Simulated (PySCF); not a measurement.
Rows and methods have been separated. Pair them.

Species: C3H3F2N.
Cartesian coordinates in Å at the PBE0-D3(BJ)/def2-SVP level; atoms count from 1:
```
atom  x, y, z in Å
N1     2.4562   -0.8068   -0.5386
C2     1.5076   -0.3034   -0.1112
C3     0.2950    0.3287    0.4266
F4     0.3928    1.6852    0.3190
C5    -0.9369   -0.1707   -0.3028
F6    -2.0501    0.2465    0.3598
H7     0.2073    0.0660    1.4965
H8    -0.9394    0.2322   -1.3296
H9    -0.9171   -1.2726   -0.3466
```

The closed-shell ground state was solved 5 times with PySCF (density fitting, gas phase), always in the pcJ-1 basis (192 functions), with these functionals: B97-2, CAM-B3LYP, HF, KT2 and PBE0.

| row | total energy (Eh) | HOMO (eV) | LUMO (eV) | dipole (D) |
| --- | --- | --- | --- | --- |
| P | -370.1310 | -9.96 | -0.49 | 1.95 |
| Q | -368.6330 | -13.41 | 3.69 | 2.04 |
| R | -370.3951 | -11.41 | 0.74 | 1.94 |
| S | -370.4017 | -9.68 | -0.57 | 1.94 |
| T | -376.0701 | -8.44 | -1.62 | 1.91 |

Problem. Which functional belongs to which row?

Solution. P = PBE0, Q = HF, R = CAM-B3LYP, S = B97-2, T = KT2. By rising HOMO–LUMO gap: KT2 (GGA) 6.82 eV; B97-2 (global hybrid, 21 % exact exchange) 9.11 eV; PBE0 (global hybrid, 25 % exact exchange) 9.47 eV; CAM-B3LYP (range-separated hybrid) 12.15 eV; HF (all exact exchange) 17.10 eV. Total energies of different functionals aren't bounds to one another; each is stationary for its own functional.

One conformer stands for the species.
